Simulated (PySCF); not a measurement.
# [BSiNH5]− (SMILES BN[SiH2-]) at MP2/def2-TZVP

What is the vertical ionisation energy of [BSiNH5]− at MP2/def2-TZVP? Input form: a Python script.

The calculation is run with PySCF 2.14.0.

6 further runs of the same task are left out: 6 set aside as unsound or not needed.

### Step 1. The structure to begin with

[BSiNH5]− has 8 atoms, charge -1, and is taken as a singlet. As SMILES, `BN[SiH2-]`. The coordinates come from a GFN2-xTB relaxation. This is one conformer, not always the lowest.

Bond lengths: B1–N2 1.361 Å, N2–Si3 1.805 Å, B1–H4 1.188 Å, B1–H5 1.204 Å, N2–H6 1.011 Å, Si3–H7 1.495 Å, Si3–H8 1.515 Å. Angles: B1–N2–Si3 129.7°, B1–N2–H6 118.1°, Si3–N2–H6 112.1°, N2–B1–H4 120.0°, N2–B1–H5 121.4°, N2–Si3–H7 100.9°, N2–Si3–H8 97.1°, H4–B1–H5 118.6°, H7–Si3–H8 98.7°.

### Step 2. The energy at MP2/def2-TZVP

run.py reads:

```python
from pyscf import gto, scf, mp

mol = gto.M(
    atom=[
    ('B', (-0.512940, 1.034250, -0.713740)),
    ('N', (-0.251440, 0.223910, 0.347480)),
    ('Si', (0.129150, -1.539690, 0.385180)),
    ('H', (-0.507680, 0.589930, -1.815460)),
    ('H', (-0.761340, 2.202590, -0.564570)),
    ('H', (-0.288020, 0.625650, 1.274290)),
    ('H', (1.264390, -1.603920, -0.586060)),
    ('H', (0.927900, -1.532720, 1.672890)),
],
    charge=-1,
    basis='def2-tzvp',
    verbose=4,
    max_memory=1860,
)

mf = scf.RHF(mol)
mf.conv_tol = 1e-10
mf.kernel()
if not mf.converged:
    mf = mf.newton().run(mf.mo_coeff, mf.mo_occ)

pt = mp.MP2(mf).run()
energy = pt.e_tot
print('E = %.10f Eh' % energy)
```

On the command line:

```console
$ OMP_NUM_THREADS=1 python run.py
```

The program printed:

```text
PySCF version 2.14.0

[INPUT] num. atoms = 8
[INPUT] num. electrons = 32
[INPUT] charge = -1
[INPUT] spin (= nelec alpha-beta = 2S) = 0
[INPUT] symmetry False subgroup None
[INPUT] Mole.unit = angstrom
[INPUT] Symbol           X                Y                Z      unit          X                Y                Z       unit  Magmom
[INPUT]  1 B     -0.512940000000   1.034250000000  -0.713740000000 AA   -0.969316118334   1.954449244331  -1.348773124147 Bohr   0.0
[INPUT]  2 N     -0.251440000000   0.223910000000   0.347480000000 AA   -0.475152736761   0.423128576551   0.656642033764 Bohr   0.0
[INPUT]  3 Si     0.129150000000  -1.539690000000   0.385180000000 AA    0.244058128988  -2.909592416732   0.727884708660 Bohr   0.0
[INPUT]  4 H     -0.507680000000   0.589930000000  -1.815460000000 AA   -0.959376158919   1.114806132665  -3.430722190103 Bohr   0.0
[INPUT]  5 H     -0.761340000000   2.202590000000  -0.564570000000 AA   -1.438724087676   4.162291864706  -1.066882678146 Bohr   0.0
[INPUT]  6 H     -0.288020000000   0.625650000000   1.274290000000 AA   -0.544278918397   1.182307149834   2.408059103272 Bohr   0.0
[INPUT]  7 H      1.264390000000  -1.603920000000  -0.586060000000 AA    2.389350814639  -3.030969525712  -1.107492892563 Bohr   0.0
[INPUT]  8 H      0.927900000000  -1.532720000000   1.672890000000 AA    1.753476870984  -2.896421025643   3.161303936524 Bohr   0.0

nuclear repulsion = 91.406838470118
number of shells = 55
number of NR pGTOs = 195
number of NR cGTOs = 129
basis = def2-tzvp
ecp = {}

******** <class 'pyscf.scf.hf.RHF'> ********
method = RHF
initial guess = minao
damping factor = 0
level_shift factor = 0
DIIS = <class 'pyscf.scf.diis.CDIIS'>
diis_start_cycle = 1
diis_space = 8
diis_damp = 0
SCF conv_tol = 1e-10
SCF conv_tol_grad = None
SCF max_cycles = 50
direct_scf = True
direct_scf_tol = 1e-13
Set gradient conv threshold to 1e-05
Initial guess from minao.
init E= -371.037146220518
  HOMO = -0.145342154836385  LUMO = 0.0424395397146647  gap/eV = 5.10980
cycle= 1 E= -370.981390373163  delta_E= 0.0558  |g|= 0.341  |ddm|= 1.94
  HOMO = -0.0196047551346084  LUMO = 0.271890777953937  gap/eV = 7.93200
cycle= 2 E= -371.021069292558  delta_E= -0.0397  |g|= 0.153  |ddm|= 0.592
  HOMO = -0.0504994265488463  LUMO = 0.262630249818799  gap/eV = 8.52069
cycle= 3 E= -371.026994203753  delta_E= -0.00592  |g|= 0.0581  |ddm|= 0.153
  HOMO = -0.0535370244416598  LUMO = 0.264319261161919  gap/eV = 8.64931
cycle= 4 E= -371.028098095288  delta_E= -0.0011  |g|= 0.00951  |ddm|= 0.105
  HOMO = -0.0509337876573639  LUMO = 0.26457495180247  gap/eV = 8.58543
cycle= 5 E= -371.028149833049  delta_E= -5.17e-05  |g|= 0.00277  |ddm|= 0.0375
  HOMO = -0.0509965851021761  LUMO = 0.264537615324838  gap/eV = 8.58612
cycle= 6 E= -371.028157014445  delta_E= -7.18e-06  |g|= 0.000871  |ddm|= 0.0191
  HOMO = -0.0510631366762766  LUMO = 0.264557495000158  gap/eV = 8.58847
cycle= 7 E= -371.028157841898  delta_E= -8.27e-07  |g|= 0.000224  |ddm|= 0.00827
  HOMO = -0.0510854818889399  LUMO = 0.264558639534974  gap/eV = 8.58911
cycle= 8 E= -371.028157902751  delta_E= -6.09e-08  |g|= 5.69e-05  |ddm|= 0.00241
  HOMO = -0.0510838324648901  LUMO = 0.264556998585627  gap/eV = 8.58902
cycle= 9 E= -371.0281579071  delta_E= -4.35e-09  |g|= 1.62e-05  |ddm|= 0.000504
  HOMO = -0.0510852100342447  LUMO = 0.264556935241517  gap/eV = 8.58906
cycle= 10 E= -371.028157907494  delta_E= -3.95e-10  |g|= 4.78e-06  |ddm|= 0.000122
  HOMO = -0.051084321744348  LUMO = 0.264556710531739  gap/eV = 8.58903
cycle= 11 E= -371.028157907536  delta_E= -4.15e-11  |g|= 1.36e-06  |ddm|= 4.3e-05
  HOMO = -0.0510846044540401  LUMO = 0.264556720062528  gap/eV = 8.58904
Extra cycle  E= -371.028157907537  delta_E= -1.59e-12  |g|= 6.95e-07  |ddm|= 7.73e-06
converged SCF energy = -371.028157907537

******** <class 'pyscf.mp.mp2.RMP2'> ********
nocc = 16, nmo = 129
E(RMP2) = -371.61122392969  E_corr = -0.583066022152518
E(SCS-RMP2) = -371.617767060209  E_corr = -0.589609152671473
E_corr(same-spin) = -0.127003931436402
E_corr(oppo-spin) = -0.456062090716116
E = -371.6112239297 Eh
```

It took 5.1 s on 1 thread of Arm Neoverse V2, shared host; peak memory 0.52 GiB.

### Step 3. Doublet neutral BSiNH5 at the same level

input.xyz reads:

```xyz
8

B     -0.512940     1.034250    -0.713740
N     -0.251440     0.223910     0.347480
Si     0.129150    -1.539690     0.385180
H     -0.507680     0.589930    -1.815460
H     -0.761340     2.202590    -0.564570
H     -0.288020     0.625650     1.274290
H      1.264390    -1.603920    -0.586060
H      0.927900    -1.532720     1.672890
```

run.py reads:

```python
from pyscf import gto, scf, mp

mol = gto.M(
    atom='input.xyz',
    charge=0,
    max_memory=1860,
    basis='def2-tzvp',
    verbose=4,
    spin=1,
)

myscf = scf.UHF(mol)
myscf.conv_tol = 1e-10
myscf.kernel()
if not myscf.converged:
    myscf = myscf.newton().run(myscf.mo_coeff, myscf.mo_occ)

pt = mp.MP2(myscf).run()
etot = pt.e_tot
print('E = %.10f Eh' % etot)
```

On the command line:

```console
$ OMP_NUM_THREADS=1 python run.py
```

The program printed:

```text
PySCF version 2.14.0

[... 100 lines left out ...]
converged SCF energy = -371.01638100224  <S^2> = 0.75497782  2S+1 = 2.0049716
[... 1 line left out ...]
******** <class 'pyscf.mp.ump2.UMP2'> ********
nocc = (np.int64(16), np.int64(15)), nmo = (129, 129)
E(UMP2) = -371.562597871921  E_corr = -0.546216869681026
E(SCS-UMP2) = -371.568675499319  E_corr = -0.552294497079042
E_corr(same-spin) = -0.119037399851756
E_corr(oppo-spin) = -0.42717946982927
E = -371.5625978719 Eh
```

Run time: 11 s. Hardware: 1 thread of Arm Neoverse V2, shared host; peak memory 0.56 GiB.

### Step 4. Outcome

At MP2/def2-TZVP:

| quantity | value |
| --- | --- |
| singlet [BSiNH5]−: total energy | -371.61122 Eh |
| singlet [BSiNH5]−: HOMO energy (Hartree–Fock orbitals) | -1.39 eV |
| singlet [BSiNH5]−: LUMO energy (Hartree–Fock orbitals) | 7.20 eV |
| singlet [BSiNH5]−: HOMO–LUMO gap (to an unbound level, set by the basis) | 8.59 eV |
| singlet [BSiNH5]−: correlation energy | -583.1 mEh |
| doublet neutral BSiNH5: total energy | -371.56260 Eh |
| doublet neutral BSiNH5: dipole moment (Hartree–Fock density) | 1.66 D |
| doublet neutral BSiNH5: HOMO energy (Hartree–Fock orbitals) (highest over α and β) | -9.84 eV |
| doublet neutral BSiNH5: LUMO energy (Hartree–Fock orbitals) (lowest over α and β) | 0.55 eV |
| doublet neutral BSiNH5: correlation energy | -546.2 mEh |
| doublet neutral BSiNH5: ⟨S²⟩ of the reference determinant | 0.755 |
| vertical detachment energy (to the doublet neutral) | 1.323 eV |

Removing an electron at fixed nuclei costs 1.32 eV (128 kJ/mol). Mulliken charges (singlet [BSiNH5]−) of the mean-field density run from -0.45 on N2 to +0.19 on H6.
